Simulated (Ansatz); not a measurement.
Cost and result up the ladder for Al(NH2Me)H3 (CH₈AlN) (11 atoms). The state is a singlet with charge 0. Geometry: r2SCAN-D4/def2-TZVP.

```xyz
11

Al   -0.946   -0.187    1.295
N     0.631   -0.318    0.002
C     0.429    0.429   -1.261
H     0.800   -1.301   -0.199
H     1.464    0.020    0.477
H     1.285    0.342   -1.932
H    -0.464    0.042   -1.750
H     0.257    1.477   -1.015
H    -2.095   -0.821    0.373
H    -0.977    1.402    1.510
H    -0.385   -1.085    2.499
```

Ansatz on 4 threads of Arm Neoverse V2 on a shared host. Times are rough, and most runs start from the orbitals of an earlier one. ωB97X-V/def2-TZVP serves as the yardstick here, not as an exact answer. Differences are given only for rows in sets of like size (and for xTB, whose basis is part of the method), since another set adds its own error. Binding counts from free atoms at the same level (Al doublet, N quartet, C triplet, H doublet; other spins of the atoms weren't run), without zero-point energy or a counterpoise term.

LC-ωPBE has ω = 0.4 bohr⁻¹. B3LYP takes the VWN-RPA correlation. HSE06 is defined as in plane-wave codes, on full-range PBE exchange. Correlated methods freeze 7 core orbitals.

Correlated methods converge slowly with the basis.

```
                          level  functions  wall time
                       HF/6-31G         47     0.15 s
                PBE-D4/def2-SVP         86     0.55 s
               PBE0-D4/def2-SVP         86     0.55 s
                  MP2/def2-TZVP        147      0.6 s
             B3LYP-D4/def2-TZVP        147        1 s
              LC-ωPBE/def2-TZVP        147        1 s
             HSE06-D4/def2-TZVP        147      1.1 s
              PBE-D4/def2-TZVPD        189      1.2 s
PBE0-D4/def2-TZVP (with forces)        147      1.2 s
             PBE0-D4/def2-TZVPD        189      1.3 s
            r2SCAN-D4/def2-TZVP        147      1.6 s
           r2SCAN-D4/def2-TZVPD        189      2.3 s
              ωB97X-V/def2-TZVP        147      3.1 s
               B97M-V/def2-TZVP        147      3.7 s
```

Task: Estimate what each level gives for the binding energy per atom (eV).

Result: 
| level | binding energy per atom (eV) | difference from ωB97X-V/def2-TZVP (eV) |
| --- | --- | --- |
| HF/6-31G | 2.25 | – |
| PBE-D4/def2-SVP | 3.28 | – |
| PBE0-D4/def2-SVP | 3.25 | – |
| MP2/def2-TZVP | 3.12 | -0.16 |
| B3LYP-D4/def2-TZVP | 3.27 | 0.00 |
| LC-ωPBE/def2-TZVP | 3.23 | -0.04 |
| HSE06-D4/def2-TZVP | 3.23 | -0.04 |
| PBE-D4/def2-TZVPD | 3.26 | -0.01 |
| PBE0-D4/def2-TZVP (with forces) | 3.23 | -0.04 |
| PBE0-D4/def2-TZVPD | 3.23 | -0.04 |
| r2SCAN-D4/def2-TZVP | 3.25 | -0.03 |
| r2SCAN-D4/def2-TZVPD | 3.25 | -0.03 |
| ωB97X-V/def2-TZVP | 3.27 | 0.00 |
| B97M-V/def2-TZVP | 3.29 | 0.01 |
